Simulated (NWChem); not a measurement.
All runs are NWChem calculations. System: C3H4, charge 0, spin multiplicity 1, displaced from the optimised geometry. Level: CCSD(T)/cc-pVDZ, 3 core orbitals frozen, spin-restricted.

NWChem printed:

```
             Northwest Computational Chemistry Package (NWChem) 7.3.0
             --------------------------------------------------------

                                NWChem Input Module
                                -------------------

 Scaling coordinates for geometry "geometry" by  1.889725989
 (inverse scale =  0.529177249)

                             Geometry "geometry" -> ""
                             -------------------------

 Output coordinates in angstroms (scale by  1.889725989 to convert to a.u.)

  No.       Tag          Charge          X              Y              Z
 ---- ---------------- ---------- -------------- -------------- --------------
    1 C                    6.0000     1.22339800    -0.19597400     0.00000000
    2 C                    6.0000    -0.21160800     0.03533900     0.00000000
    3 C                    6.0000    -1.40741700     0.22524900     0.00000000
    4 H                    1.0000     1.44914200    -1.27366000     0.00000000
    5 H                    1.0000     1.69660600     0.24757400     0.88975000
    6 H                    1.0000     1.69660600     0.24757400    -0.88975000
    7 H                    1.0000    -3.52977100     0.55640200     0.00000000

 Effective nuclear repulsion energy (a.u.)      56.3685758862

            Nuclear Dipole moment (a.u.)
            ----------------------------
        X                 Y               Z
 ---------------- ---------------- ----------------
    -2.0053375348     0.3128894908     0.0000000000


 Summary of "ao basis" -> "" (spherical)
 ------------------------------------------------------------------------------
       Tag                 Description            Shells   Functions and Types
 ---------------- ------------------------------  ------  ---------------------
 *                          cc-pvdz                   on all atoms

 Summary of "ao basis" -> "ao basis" (spherical)
 ------------------------------------------------------------------------------
       Tag                 Description            Shells   Functions and Types
 ---------------- ------------------------------  ------  ---------------------
 C                          cc-pvdz                  6       14   3s2p1d
 H                          cc-pvdz                  3        5   2s1p

                                 NWChem SCF Module
                                 -----------------

  ao basis        = "ao basis"
  functions       =    62
  atoms           =     7
  closed shells   =    11
  open shells     =     0
  charge          =   0.00
  wavefunction    = RHF
  use symmetry    = F
  symmetry adapt  = F

 Summary of "ao basis" -> "ao basis" (spherical)
 ------------------------------------------------------------------------------
       Tag                 Description            Shells   Functions and Types
 ---------------- ------------------------------  ------  ---------------------
 C                          cc-pvdz                  6       14   3s2p1d
 H                          cc-pvdz                  3        5   2s1p

 Forming initial guess at       0.0s

      Superposition of Atomic Density Guess
      -------------------------------------

 Sum of atomic energies:        -114.99555433

      Non-variational initial energy
      ------------------------------

 Total energy =    -116.294169
 1-e energy   =    -264.216659
 2-e energy   =      91.553914
 HOMO         =      -0.313972
 LUMO         =      -0.132952

 Starting SCF solution at       0.3s

 ----------------------------------------------
         Quadratically convergent ROHF

 Convergence threshold     :          1.000E-07
 Maximum no. of iterations :          100
 Final Fock-matrix accuracy:          1.000E-09
 ----------------------------------------------

              iter       energy          gnorm     gmax       time
             ----- ------------------- --------- --------- --------
                 1     -115.5770520228  7.56D-01  3.23D-01      0.3
                 2     -115.6428433436  3.31D-01  9.88D-02      0.3
                 3     -115.6556179238  1.25D-02  4.45D-03      0.3
                 4     -115.6556341416  8.03D-05  2.05D-05      0.4
[...]
  14     -0.4700776984 -1.872D-07  2.346D-06     1.42     0.00     1.38
  15     -0.4700778198 -1.214D-07  8.505D-07     1.47     0.00     1.43
                  *************converged*************
-------------------------------------------------------------------------

 -----------
 CCSD Energy
 -----------
 Reference energy:            -115.655634142176098
 CCSD corr. energy:             -0.470077819804535
 Total CCSD energy:           -116.125711961980628

 --------------------------------
 Spin Component Scaled (SCS) CCSD
 --------------------------------
 Same spin contribution:                 -0.080929518730331
 Same spin scaling factor:                1.130000000000000
 Opposite spin contribution:             -0.389148301074205
 Opposite spin scaling fact.:             1.270000000000000
 SCS-CCSD correlation energy:            -0.585668698529514
 Total SCS-CCSD energy:                -116.241302840705615
 memory            104849916

*********triples calculation*********

nkpass=    1; nvpass=    1; memdrv=         118014; memtrn=         723200; memavail=      104849492
 memory available/node                      104849492
 total number of virtual orbitals        51
 number of virtuals per integral pass    51
 number of integral evaluations           1
 number of occupied per triples pass      8
 number of triples passes                 1

 commencing integral evaluation        1 at          21.90
  symmetry use  F
task         2 out of       465 done   0%  at       0.0 secs
task        24 out of       465 done   5%  at       0.1 secs
task        47 out of       465 done  10%  at       0.2 secs
task        70 out of       465 done  15%  at       0.3 secs
task        93 out of       465 done  20%  at       0.4 secs
task       117 out of       465 done  25%  at       0.4 secs
task       140 out of       465 done  30%  at       0.5 secs
task       163 out of       465 done  35%  at       0.5 secs
task       186 out of       465 done  40%  at       0.6 secs
task       210 out of       465 done  45%  at       0.6 secs
task       233 out of       465 done  50%  at       0.7 secs
task       256 out of       465 done  55%  at       0.7 secs
task       279 out of       465 done  60%  at       0.8 secs
task       303 out of       465 done  65%  at       0.8 secs
task       326 out of       465 done  70%  at       0.9 secs
task       349 out of       465 done  75%  at       0.9 secs
task       372 out of       465 done  80%  at       0.9 secs
task       396 out of       465 done  85%  at       1.0 secs
task       419 out of       465 done  90%  at       1.0 secs
task       442 out of       465 done  95%  at       1.0 secs
task       465 out of       465 done 100%  at       1.0 secs
 commencing triples evaluation - blocking       1
 ccsd(t): done        1 out of       51 progress:    2.0%
 ccsd(t): done        2 out of       51 progress:    3.9%
 ccsd(t): done        3 out of       51 progress:    5.9%
 ccsd(t): done        4 out of       51 progress:    7.8%
 ccsd(t): done        5 out of       51 progress:    9.8%
 ccsd(t): done        6 out of       51 progress:   11.8%
 ccsd(t): done        7 out of       51 progress:   13.7%
 ccsd(t): done        8 out of       51 progress:   15.7%
 ccsd(t): done        9 out of       51 progress:   17.6%
 ccsd(t): done       10 out of       51 progress:   19.6%
 ccsd(t): done       11 out of       51 progress:   21.6%
 ccsd(t): done       12 out of       51 progress:   23.5%
 ccsd(t): done       13 out of       51 progress:   25.5%
 ccsd(t): done       14 out of       51 progress:   27.5%
 ccsd(t): done       15 out of       51 progress:   29.4%
 ccsd(t): done       16 out of       51 progress:   31.4%
 ccsd(t): done       17 out of       51 progress:   33.3%
 ccsd(t): done       18 out of       51 progress:   35.3%
 ccsd(t): done       19 out of       51 progress:   37.3%
 ccsd(t): done       20 out of       51 progress:   39.2%
 ccsd(t): done       21 out of       51 progress:   41.2%
 ccsd(t): done       22 out of       51 progress:   43.1%
 ccsd(t): done       23 out of       51 progress:   45.1%
 ccsd(t): done       24 out of       51 progress:   47.1%
 ccsd(t): done       25 out of       51 progress:   49.0%
 ccsd(t): done       26 out of       51 progress:   51.0%
 ccsd(t): done       27 out of       51 progress:   52.9%
 ccsd(t): done       28 out of       51 progress:   54.9%
 ccsd(t): done       29 out of       51 progress:   56.9%
 ccsd(t): done       30 out of       51 progress:   58.8%
 ccsd(t): done       31 out of       51 progress:   60.8%
 ccsd(t): done       32 out of       51 progress:   62.7%
 ccsd(t): done       33 out of       51 progress:   64.7%
 ccsd(t): done       34 out of       51 progress:   66.7%
 ccsd(t): done       35 out of       51 progress:   68.6%
 ccsd(t): done       36 out of       51 progress:   70.6%
 ccsd(t): done       37 out of       51 progress:   72.5%
 ccsd(t): done       38 out of       51 progress:   74.5%
 ccsd(t): done       39 out of       51 progress:   76.5%
 ccsd(t): done       40 out of       51 progress:   78.4%
 ccsd(t): done       41 out of       51 progress:   80.4%
 ccsd(t): done       42 out of       51 progress:   82.4%
 ccsd(t): done       43 out of       51 progress:   84.3%
 ccsd(t): done       44 out of       51 progress:   86.3%
 ccsd(t): done       45 out of       51 progress:   88.2%
 ccsd(t): done       46 out of       51 progress:   90.2%
 ccsd(t): done       47 out of       51 progress:   92.2%
 ccsd(t): done       48 out of       51 progress:   94.1%
 ccsd(t): done       49 out of       51 progress:   96.1%
 ccsd(t): done       50 out of       51 progress:   98.0%
 ccsd(t): done       51 out of       51 progress:  100.0%
 Time for integral evaluation pass     1        1.06
 Time for triples evaluation pass      1        0.85

 pseudo-e(mp4)  -0.22883432901286E-01
 pseudo-e(mp5)   0.67029055355288E-03
        e(t)    -0.22213142347733E-01

 --------------
 CCSD(T) Energy
 --------------
 Reference energy:                    -115.655634142176098

 CCSD corr. energy:                     -0.470077819804535
 T(CCSD) corr. energy:                  -0.022883432901286
 Total CCSD+T(CCSD) energy:           -116.148595394881923

 CCSD corr. energy:                     -0.470077819804535
 (T) corr. energy:                      -0.022213142347733
 Total CCSD(T) energy:                -116.147925104328365

 routine      calls  cpu(0)   cpu-min  cpu-ave  cpu-max   i/o
 aoccsd          1     0.00     0.00     0.00     0.00    0.00
 iterdrv         1     0.01     0.01     0.01     0.01    0.00
 pampt          15     0.04     0.04     0.04     0.04    0.00
 t2pm           15     0.06     0.06     0.06     0.06    0.00
 sxy            15     0.27     0.27     0.27     0.27    0.00
 ints      3204555    17.85    17.85    17.85    17.85    0.00
 t2eri        6975     1.86     1.86     1.86     1.86    0.00
 idx2         6975     0.31     0.31     0.31     0.31    0.00
 idx34          15     0.03     0.03     0.03     0.03    0.00
 ht2pm          15     0.08     0.08     0.08     0.08    0.00
 itm            15     0.36     0.36     0.36     0.36    0.00
 pdiis          15     0.01     0.01     0.01     0.01    0.00
 triples         1     0.00     0.00     0.00     0.00    0.00
 rdtrpo          1     0.00     0.00     0.00     0.00    0.00
 trpmos          1     1.06     1.06     1.06     1.06    0.00
 trpdrv          1     0.12     0.12     0.12     0.12    0.00
 dovvv       29376     0.37     0.37     0.37     0.37    0.00
 doooo       29376     0.08     0.08     0.08     0.08    0.00
 tengy       26112     0.27     0.27     0.27     0.27    0.00
 Total                22.77    22.77    22.77    22.77    0.00

 Task  times  cpu:       24.2s     wall:       24.2s

 Total times  cpu:       24.3s     wall:       24.3s
```

Write an NWChem input that would produce this output.

Several could match; the one computed here: 
```
start mol
memory heap 100 mb stack 700 mb global 1900 mb
geometry units angstroms nocenter noautoz noautosym
  C      1.223398    -0.195974     0.000000
  C     -0.211608     0.035339     0.000000
  C     -1.407417     0.225249     0.000000
  H      1.449142    -1.273660     0.000000
  H      1.696606     0.247574     0.889750
  H      1.696606     0.247574    -0.889750
  H     -3.529771     0.556402     0.000000
end
basis spherical
  * library cc-pvdz
end
scf
  rhf
  nopen 0
  maxiter 100
  thresh 1e-7
  semidirect memsize 60000000 filesize 0
end
ccsd
  freeze core 3
  maxiter 60
end
task ccsd(t) energy
```
